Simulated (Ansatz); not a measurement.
Level of theory: frozen-core CCSD(T)/cc-pVTZ // PBE0-D3(BJ)/def2-TZVP run with Ansatz (a quantum-chemistry and plane-wave program).

Ansatz 0.2 input:
```yaml
crystal:
  periodic: [false, false, false]
  atoms:
    - { symbol: Cl, position_ang: [-1.486734, -0.365697, -1.319812] }
    - { symbol: Si, position_ang: [0.000003, 0.0, -0.000001] }
    - { symbol: Cl, position_ang: [0.136708, 1.990153, 0.326532] }
    - { symbol: Cl, position_ang: [-0.399161, -0.942911, 1.742873] }
    - { symbol: Cl, position_ang: [1.749184, -0.681543, -0.749592] }
basis:
  gaussian: { orbitals: cc-pVTZ }
correlation:
  method: ccsd_t
```

Output:

```
Functional definition: HF
1028 factors; integrals over basis functions are off by at most 6.1e-4 eV
mean field evaluation 1: about -57882.8782 eV, gradient 2.4e1 eV
mean field evaluation 2: about -57883.3722 eV, gradient 2.5e1 eV
mean field evaluation 4: about -57885.1674 eV, gradient 2.1e0 eV
mean field evaluation 8: about -57885.2189 eV, gradient 8.0e-2 eV
mean field evaluation 16: about -57885.2190 eV, gradient 1.1e-6 eV
mean field -57885.21898955 eV, -2127.2425618553 hartree, gradient 1.1e-6 eV, S^2 0.000000; 0 other end points of the search recorded, 0 dependent functions left out
25 core orbitals not correlated
reference -57885.21898955 eV, -2127.2425618553 hartree; 16, 16 occupied and 129, 129 virtual orbitals, 1028 factors
second order -23.36821233 eV of doubles, -0.00000000 eV of singles
cycle   1  -24.38798786 eV  change    -1.0e0 eV  update   9.0e-2
cycle   2  -24.85120700 eV  change   -4.6e-1 eV  update   2.4e-2
cycle   3  -24.93823692 eV  change   -8.7e-2 eV  update   1.1e-2
cycle   4  -24.92923197 eV  change    9.0e-3 eV  update   2.3e-3
cycle   5  -24.92834674 eV  change    8.9e-4 eV  update   7.5e-4
cycle   6  -24.92812198 eV  change    2.2e-4 eV  update   2.0e-4
cycle   7  -24.92805510 eV  change    6.7e-5 eV  update   6.5e-5
cycle   8  -24.92807837 eV  change   -2.3e-5 eV  update   1.6e-5
perturbative correction -1.09187230 eV, -0.0401255669 hartree
Total energy: -57911.23894022 eV, -2128.1987774056 hartree
```

Cost: about 27 core-seconds (a rough figure).
